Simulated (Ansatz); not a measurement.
# C6H12: one species, many methods

One table from this session's results is given with a row withheld; the runs are named, their logs left out.

The runs use Ansatz 0.2.0, Gaussian basis; functionals in def2-TZVPP, the program's frozen cores in correlated methods.

The runs, in order: PBE-D4, r2SCAN-D4, PBE0-D4, B3LYP-D4, ωB97X-V, ωB97M-V, B2PLYP; CCSD(T)/def2-TZVPP; MP2/def2-QZVPP; extrapolation to the limit.

## Structure used throughout

All runs share one geometry, relaxed beforehand with PBE0-D4 in a triple-zeta def2 set.

SMILES `C=CC(C)CC`, 18 atoms, charge 0, spin multiplicity 1.

Atoms are counted from 1 here; the program's logs count them from 0.

Bond lengths: C1–C2 1.325 Å, C1–H7 1.086 Å, C1–H8 1.084 Å, C2–C3 1.496 Å, C2–H9 1.090 Å, C3–C4 1.526 Å, C3–C5 1.532 Å, C3–H10 1.098 Å, C4–H11 1.095 Å, C4–H12 1.092 Å, C4–H13 1.092 Å, C5–C6 1.519 Å, C5–H14 1.097 Å, C5–H15 1.095 Å, C6–H16 1.092 Å, C6–H17 1.094 Å, C6–H18 1.092 Å. Angles: C2–C1–H7 121.3°, C2–C1–H8 121.7°, H7–C1–H8 117.0°, C1–C2–C3 125.5°, C1–C2–H9 119.1°, C3–C2–H9 115.5°, C2–C3–C4 110.1°, C2–C3–C5 110.0°, C2–C3–H10 108.0°, C4–C3–C5 112.2°, C4–C3–H10 108.5°, C5–C3–H10 108.0°, C3–C4–H11 110.7°, C3–C4–H12 110.8°, C3–C4–H13 111.7°, H11–C4–H12 107.8°, H11–C4–H13 107.9°, H12–C4–H13 107.9° and more.

Set-up of the first run:

File in.yaml:

```yaml
crystal:
  periodic: [false, false, false]
  atoms:
    - {symbol: C, position_ang: [-0.753105, -0.220437, 2.603276]}
    - {symbol: C, position_ang: [0.102189, -0.353063, 1.599877]}
    - {symbol: C, position_ang: [-0.235369, -0.221145, 0.148842]}
    - {symbol: C, position_ang: [0.050261, -1.532679, -0.578010]}
    - {symbol: C, position_ang: [0.530664, 0.957257, -0.461434]}
    - {symbol: C, position_ang: [0.166980, 1.259556, -1.905212]}
    - {symbol: H, position_ang: [-1.801519, 0.000827, 2.426002]}
    - {symbol: H, position_ang: [-0.441271, -0.327034, 3.635892]}
    - {symbol: H, position_ang: [1.146841, -0.575596, 1.819776]}
    - {symbol: H, position_ang: [-1.308670, -0.005268, 0.069431]}
    - {symbol: H, position_ang: [1.117713, -1.772033, -0.537701]}
    - {symbol: H, position_ang: [-0.494808, -2.358334, -0.116262]}
    - {symbol: H, position_ang: [-0.242150, -1.482883, -1.628634]}
    - {symbol: H, position_ang: [1.606424, 0.756301, -0.384171]}
    - {symbol: H, position_ang: [0.341997, 1.842784, 0.153679]}
    - {symbol: H, position_ang: [0.437502, 0.441874, -2.576556]}
    - {symbol: H, position_ang: [-0.907621, 1.434970, -2.011093]}
    - {symbol: H, position_ang: [0.683951, 2.154902, -2.257703]}
basis:
  gaussian: {orbitals: def2-TZVPP}
hamiltonian: {xc: pbe, dispersion: d4}
output: {forces: true, orbitals: {seedname: orbitals}}
```

The run is started by

```console
$ ansatz run in.yaml --threads 2 --pin off --events-out ev --progress --plain --max-ram 32768MiB --backend cuda --devices 0, --max-vram 18GiB
```

Steps of the session up to this table: PBE-D4 (GGA); r2SCAN-D4 (meta-GGA); PBE0-D4 (hybrid); B3LYP-D4 (hybrid); ωB97X-V (range-separated); ωB97M-V (range-separated); B2PLYP (double hybrid); CCSD(T) in def2-TZVPP; MP2 in def2-QZVPP.

One of the session's tables, all rows but one given; the rest of the session is left out.

```
            method  atomisation energy (kcal/mol)
            PBE-D4                         1776.9
         r2SCAN-D4                              ?
           PBE0-D4                         1757.4
          B3LYP-D4                         1746.6
           ωB97X-V                         1744.6
           ωB97M-V                         1748.2
            B2PLYP                         1729.1
     HF/def2-TZVPP                         1324.8
    MP2/def2-TZVPP                         1724.6
   CCSD/def2-TZVPP                         1687.4
CCSD(T)/def2-TZVPP                         1708.3
           MP2/CBS                         1759.9
       CCSD(T)/CBS                         1743.6
```

Q: Estimate the row for r2SCAN-D4 from the others.

As computed: atomisation energy (kcal/mol): 1747.6. In the column «atomisation energy (kcal/mol)» it lies between B3LYP-D4 (1746.6) and ωB97M-V (1748.2).

Caveats from the session: Free atoms (6 C, 12 H) were run apart at each level; the atomisation energy is their sum less the molecule, without zero-point or spin-orbit terms.
